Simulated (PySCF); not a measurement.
# F₂: structure of the singlet

The task is one start of a wider search on F₂: the singlet, from a linear start. It is relaxed, tested by its Hessian and followed downhill if it is a saddle.

Program: PySCF 2.14.0. Level of theory: PBE, basis F def2-TZVP, no relativity, density fitting. These are calculated values, not measurements.

**1. Starting geometry**

2 atoms, charge 0, spin multiplicity 1.

Bond lengths: F1–F2 1.344 Å.

```xyz
2
charge 0 multiplicity 1
F     0.0000    0.0000    0.0000
F     0.0000    0.0000    1.3440
```

**2. The SCF at the typed geometry**

One driver script runs all steps and calls PySCF; scf.py shows how it sets up the SCF of each step. The optimiser is the driver's own. After this first run the driver tries any further starts and a stability analysis.

scf.py

```python
from pyscf import gto, scf, dft
mol = gto.M(atom='''
F      0.000000     0.000000     0.000000
F      0.000000     0.000000     1.344000''',
    basis={'F': 'def2-TZVP'},
    charge=0, spin=0)
mf = dft.RKS(mol, xc='PBE')
mf.grids.atom_grid = (50, 194)
aux = {'F': 'def2-universal-JKFIT'}
mf = mf.density_fit(auxbasis=aux)
mf.conv_tol = 1e-08
mf.diis_space = 10
mf.max_cycle = 60
mf.init_guess = 'minao'
mf.verbose = 4
mf.kernel()
```

Launch:

```console
$ OMP_NUM_THREADS=1 python axn.py task.json out
```

After this run come: Relaxation: linear start, singlet; Is it a minimum? Harmonic modes.

Before running it: what results should come out? Wanted: minimum; geometry; wavenumbers; dipole moment; highest occupied, lowest empty level; polar-tensor charge of F1; zero-point energy; atomisation energy.

**Answer**, as computed:

```
                                 quantity            value
                                  minimum     singlet, D∞h
                                 geometry      F–F 1.413 Å
                       wavenumbers (cm⁻¹)        997 (σg+)
                            dipole moment           0.00 D
     highest occupied, lowest empty level  -9.35, -5.71 eV
                polar-tensor charge of F1          -0.00 e
                        zero-point energy       6.0 kJ/mol
                      entropy at 298.15 K  202.5 J/(mol K)
atomisation energy (no zero-point energy)       223 kJ/mol
```

The linear start keeps its D∞h symmetry and ends in a minimum. Only this shape and spin were tried, so other structures or states may lie lower.
